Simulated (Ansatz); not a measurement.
Input for Ansatz (development build ahead of 0.2.0):

```yaml
crystal:
  periodic: [false, false, false]
  atoms:
    - { symbol: O, position_ang: [0.0, 0.0, 0.0] }
    - { symbol: O, position_ang: [0.0, 0.0, 1.792] }
basis:
  gaussian: { orbitals: "6-31G" }
total_charge: 1
magnetization:
  spin_polarized: true
  initial_magnetization: 1
hamiltonian:
  xc: pbe0
scf:
  omitted_lower_state_checks: [starts, atomic_configurations, cluster_reference, orbital_swaps, given_window_search, neighbouring_geometries, increment]
output:
  forces: true
```

The input is written out in the form of the current development build from the run's settings.

Output:

| Property | Result |
| --- | --- |
| Converged | yes |
| Total energy | -149.51715 hartree |
| Spin squared of the determinant | 2.184 |
| Stability test | minimum |

Forces (eV/Å):
```
atom     Fx     Fy      Fz
  O1  0.000  0.000   1.449
  O2  0.000  0.000  -1.449
```

Caution: the unrestricted determinant is a mixture of spin states.
